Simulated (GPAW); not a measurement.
**One shape, several levels: C3S2 (SMILES S=C=C=C=S)**

Aim: a comparison of 3 runs (PBE/real-space grid, PBE/dzp) of C3S2. 

Program for the calculation: GPAW 26.7.0.

3 further runs of the same task are left out: 3 set aside as unsound or not needed.

### 1 The molecule

The species is C3S2 (5 atoms), meant as a singlet with charge 0. SMILES: `S=C=C=C=S`. The shape is that of a GFN2-xTB optimisation.

Bond lengths: S1–C2 1.556 Å, C2–C3 1.270 Å, C3–C4 1.270 Å, C4–S5 1.556 Å. Angles: S1–C2–C3 179.9°, C2–C3–C4 179.4°, C3–C4–S5 180.0°.

### 2 Energy and one-electron properties at PBE/real-space grid (scalar-relativistic datasets) (run 1)

File molecule.xyz:

```xyz
5

S     -0.205720    -2.411550     1.458770
C     -0.089010    -1.082170     0.658070
C      0.007980     0.000970     0.002750
C      0.091880     1.083050    -0.656110
S      0.194860     2.409700    -1.463480
```

File calc.py:

```python
import numpy as np
from ase.io import read
from ase.units import Debye
from gpaw import GPAW

mol = read('molecule.xyz')
mol.center(vacuum=4.5)

calc = GPAW(mode='fd', h=0.18, xc='PBE', maxiter=150, txt='-')
mol.calc = calc

energy = mol.get_potential_energy()
print(f'Energy: {energy:.5f} eV')
forces = mol.get_forces()
print('Forces (eV/Ang)')
for symbol, f in zip(mol.symbols, forces):
    print(f'{symbol:2} {f[0]:9.4f} {f[1]:9.4f} {f[2]:9.4f}')
dipole = mol.get_dipole_moment() / Debye
print(f'Dipole = {np.linalg.norm(dipole):.3f} D')
homo, lumo = calc.get_homo_lumo()
print(f'HOMO = {homo:.3f} eV')
print(f'LUMO                    {lumo:.3f} eV')
print(f'Gap = {lumo - homo:.3f} eV')
```

Command:

```console
$ python3 -u calc.py | tee calc.out
```

Log:

```text
[...]
Number of symmetries: 1
[...]
  Number of IBZ points: 1
[...]
Spin-components: 1 (collinear spins)
Bands:           19
[...]
  Valence electrons: 24.0
[...]
  Grid points: [52 76 68]
  Charge: 0.0  # |e|
[...]
    cutoffs:
[...]
occupation numbers:
  # Zero width
[...]
xc functional:
  name: PBE with 2 nearest neighbor stencil
[...]
|iter     |     time |      energy | eigst |  dens |
[...]
|iter:   1| 00:00:03 |  -36.065578 | +1.17 |       |
[...]
|iter:  14| 00:00:22 |  -32.680464c| -7.72c| -5.61c|
Converged in 14 steps
[...]
Energy contributions relative to reference atoms: (reference = -24798.124142)
Energy contributions:
  Kinetic:          37.699179
  Coulomb:         -40.531721
  Zero:              0.532209
  External:          0.000000
  Xc:              -30.380131
  Entropy:           0.000000
  Spinorbit:         0.000000
  ----------------------------
  Free energy:     -32.680464
  Extrapolated:    -32.680464
dipole moment: (-0.000829, -0.000381, -0.000222)  # |e|*Ang
Fermi level: -5.006
Eigenvalues  # (at kpt = [0.000, 0.000, 0.000])
| band index |      eig [eV] | occ [0-2] |
|------------|---------------|-----------|
|          0 |       -21.457 |     2.000 |
|        ... |               |           |
|          4 |       -11.577 |     2.000 |
|          5 |       -11.260 |     2.000 |
|          6 |       -10.092 |     2.000 |
|          7 |       -10.090 |     2.000 |
|          8 |        -8.650 |     2.000 |
|          9 |        -8.648 |     2.000 |
|         10 |        -6.373 |     2.000 |
|         11 |        -6.372 |     2.000 |
|         12 |        -3.640 |     0.000 |
|         13 |        -3.638 |     0.000 |
[...]
Gap: 2.732 eV
Transition (v -> c):
[...]
Forces (eV/Ang)
S     0.0138   -0.3134    0.1796
C    -0.0337   -0.4771    0.2765
C    -0.0140    0.0020   -0.0091
C     0.0333    0.4795   -0.2736
S    -0.0162    0.3088   -0.1737
Dipole = 0.005 D
HOMO = -6.372 eV
LUMO                    -3.640 eV
Gap = 2.732 eV
```

It took 22 s on 1 thread of Arm Neoverse V2, shared host; peak memory 0.78 GiB.

### 3 The solvation energy at PBE/real-space grid (scalar-relativistic datasets, continuum, electrostatics alone, water's cavity methanol) (run 2)

File run.py:

```python
import numpy as np
from ase import Atoms
from ase.units import Bohr, Debye, kcal, mol
from gpaw import GPAW
from gpaw.solvation import EffectivePotentialCavity, GradientSurface, LinearDielectric, Power12Potential, SolvationGPAW
from gpaw.utilities.adjust_cell import adjust_cell

# Set up the molecule
positions_bohr = np.array(
              [[ -0.388754,  -4.557169,   2.756676],
               [ -0.168205,  -2.045005,   1.243572],
               [  0.015080,   0.001833,   0.005197],
               [  0.173628,   2.046668,  -1.239868],
               [  0.368232,   4.553673,  -2.765576]])
atoms = Atoms(["S", "C", "C", "C", "S"], positions=positions_bohr * Bohr)
adjust_cell(atoms, 4.5, h=0.16)

# Ground state
calc = GPAW(mode="fd",
            h=0.16,
            xc="PBE",
            occupations={"name": "fermi-dirac", "width": 0.02},
            maxiter=100,
            legacy_gpaw=True,
            txt="-")
atoms.calc = calc
e_gas = atoms.get_potential_energy()
mu_gas = np.linalg.norm(atoms.get_dipole_moment()) / Debye

# Dielectric constant of methanol; cavity of the water model, electrostatics alone
solvent = dict(cavity=EffectivePotentialCavity(effective_potential=Power12Potential(atomic_radii={"H": 1.09}, u0=0.18),
                                               temperature=298.15, surface_calculator=GradientSurface()),
               dielectric=LinearDielectric(epsinf=32.6),
               interactions=[])
calc = SolvationGPAW(mode="fd",
                     occupations={"name": "fermi-dirac", "width": 0.02},
                     xc="PBE",
                     h=0.16,
                     maxiter=100,
                     txt="-",
                     **solvent)
atoms.calc = calc
e_sol = atoms.get_potential_energy()
mu_sol = np.linalg.norm(atoms.get_dipole_moment()) / Debye
dg = (e_sol - e_gas) / (kcal / mol)
print(f"Electrostatic solvation energy{dg:.2f} kcal/mol")
print(f'Dipole {mu_gas:.3f} D in gas, {mu_sol:.3f} D in solution')
```

Command:

```console
$ python run.py > run.log
```

Log:

```text
[...]
    cutoffs:
[...]
  Total Charge: 0.000000
[...]
Number of atoms: 5
[...]
Number of bands in calculation: 19
Number of valence electrons: 24
[...]
iter:   1 hh:mm:ss   -36.006160
[...]
Converged after 19 iterations.
Dipole moment: (-0.000827, -0.000375, -0.000226) |e|*Ang
[...]
Fermi level: -5.66518
[...]
      Finite-difference x-derivative with O(h^6) error (6 points)
      Finite-difference y-derivative with O(h^6) error (6 points)
      Finite-difference z-derivative with O(h^6) error (6 points)
    Max iterations: 1000
[...]
iter:  19 hh:mm:ss   -32.771813c  -7.63c -5.57c
Converged after 19 iterations.
Dipole moment: (-0.001215, -0.000647, -0.000261) |e|*Ang
Energy contributions relative to reference atoms: (reference = -24798.124142)
Kinetic:        +37.288016
Potential:      -40.180683
External:        +0.000000
XC:             -30.284538
Entropy (-ST):   -0.000000
Local:           +0.405392
--------------------------
Free energy:    -32.771813
Extrapolated:   -32.771813
Solvation cavity surface area: 141.17291
Solvation cavity volume: not calculated (no calculator defined)
 Band  Eigenvalues  Occupancy
    0    -21.28406    2.00000
    1    -20.57024    2.00000
    2    -18.73757    2.00000
    3    -16.25683    2.00000
    4    -11.35938    2.00000
    5    -11.04435    2.00000
    6     -9.92561    2.00000
    7     -9.92461    2.00000
    8     -8.47486    2.00000
    9     -8.47440    2.00000
   10     -6.19808    2.00000
   11     -6.19766    2.00000
   12     -3.45768    0.00000
   13     -3.45695    0.00000
[...]
Fermi level: -5.53256
Gap: 2.740 eV
Transition (v -> c):
  (s=0, k=0, n=11, [0.00, 0.00, 0.00]) -> (s=0, k=0, n=12, [0.00, 0.00, 0.00])
No difference between direct/indirect transitions
Electrostatic solvation energy-1.25 kcal/mol
Dipole 0.004 D in gas, 0.007 D in solution
```

Wall time 2.4 min (1 thread of Arm Neoverse V2, shared host); peak memory 1.3 GiB.

### 4 Energy and one-electron properties at PBE/dzp (scalar-relativistic datasets) (run 3)

molecule.xyz is that of step 2.

File sp.py:

```python
import numpy as np
from ase.io import read
from ase.units import Debye
from gpaw import GPAW

# Set up the molecule
molecule = read("molecule.xyz")
molecule.center(vacuum=4.5)

# Calculator
calculator = GPAW(mode="lcao", maxiter=150, h=0.18, basis="dzp", xc="PBE", txt="-")
molecule.calc = calculator

energy = molecule.get_potential_energy()
print(f"Energy                  {energy:.5f} eV")
forces = molecule.get_forces()
print("Forces (eV/Ang)")
for symbol, f in zip(molecule.symbols, forces):
    print(f'{symbol:2} {f[0]:9.4f} {f[1]:9.4f} {f[2]:9.4f}')
dipole = molecule.get_dipole_moment() / Debye
print(f"Dipole = {np.linalg.norm(dipole):.3f} D")
homo, lumo = calculator.get_homo_lumo()
print(f"HOMO: {homo:.3f} eV")
print(f"LUMO = {lumo:.3f} eV")
print(f"Gap: {lumo - homo:.3f} eV")
```

Command:

```console
$ python sp.py > sp.log
```

Log:

```text
[...]
Number of symmetries: 1
[...]
  Number of IBZ points: 1
[...]
basis functions: 65
Spin-components: 1 (collinear spins)
Bands:           19
[...]
  Valence electrons: 24.0
[...]
  Grid points: [52 76 68]
  Charge: 0.0  # |e|
[...]
    cutoffs:
[...]
occupation numbers:
  # Zero width
[...]
xc functional:
  name: PBE with 2 nearest neighbor stencil
[...]
|iter     |     time |      energy | eigst |  dens |
[...]
|iter:   1| 00:00:04 |  -32.143477 |      c|       |
[...]
|iter:  10| 00:00:09 |  -30.772340c|      c| -4.22c|
Converged in 10 steps
[...]
Energy contributions relative to reference atoms: (reference = -24798.124142)
Energy contributions:
  Kinetic:          34.003388
  Coulomb:         -34.179979
  Zero:              0.170022
  External:          0.000000
  Xc:              -30.765771
  Entropy:           0.000000
  Spinorbit:         0.000000
  ----------------------------
  Free energy:     -30.772340
  Extrapolated:    -30.772340
dipole moment: (-0.000940, -0.000325, -0.000224)  # |e|*Ang
Fermi level: -4.655
Eigenvalues  # (at kpt = [0.000, 0.000, 0.000])
| band index |      eig [eV] | occ [0-2] |
|------------|---------------|-----------|
|          0 |       -21.258 |     2.000 |
|        ... |               |           |
|          4 |       -11.246 |     2.000 |
|          5 |       -10.919 |     2.000 |
|          6 |        -9.777 |     2.000 |
|          7 |        -9.776 |     2.000 |
|          8 |        -8.339 |     2.000 |
|          9 |        -8.339 |     2.000 |
|         10 |        -6.052 |     2.000 |
|         11 |        -6.051 |     2.000 |
|         12 |        -3.259 |     0.000 |
|         13 |        -3.258 |     0.000 |
[...]
Gap: 2.792 eV
Transition (v -> c):
[...]
Forces (eV/Ang)
S    -0.0501   -0.9836    0.5899
C    -0.0869   -0.9921    0.5922
C     0.0008    0.0029   -0.0050
C     0.0731    0.9945   -0.5843
S     0.0426    0.9773   -0.5865
Dipole = 0.005 D
HOMO: -6.051 eV
LUMO = -3.259 eV
Gap: 2.792 eV
```

Wall time 9.7 s (1 thread of Arm Neoverse V2, shared host); peak memory 0.64 GiB.

### 5 All runs side by side

```tsv
run	level	task	grid spacing	energy (Eh)	dipole moment (D)	HOMO energy (eV)	LUMO energy (eV)	wall time
1	PBE/real-space grid (scalar-relativistic datasets)	properties	0.18	-912.515238	0.00	-6.37	-3.64	22 s
2	PBE/real-space grid (scalar-relativistic datasets, continuum, electrostatics alone, water's cavity methanol)	solvation	0.16	-912.518595	0.01	-6.20	-3.46	2.4 min
3	PBE/dzp (scalar-relativistic datasets)	properties	0.18	-912.445116	0.00	-6.05	-3.26	9.7 s
```

### 6 What came out

| quantity | value |
| --- | --- |
| run 3: energy as printed (from the program's reference atoms) | -30.7723 eV |
| run 3: dipole moment | 0.00 D |
| run 3: HOMO energy | -6.05 eV |
| run 3: LUMO energy | -3.26 eV |
| run 3: HOMO–LUMO gap | 2.79 eV |
| run 3: largest force on an atom | 1.159 eV/Å |

What this shows: The HOMO–LUMO gap runs from 2.73 eV (PBE/real-space grid) to 2.79 eV (PBE/dzp). All runs together took 2.9 min, the longest 2.4 min.
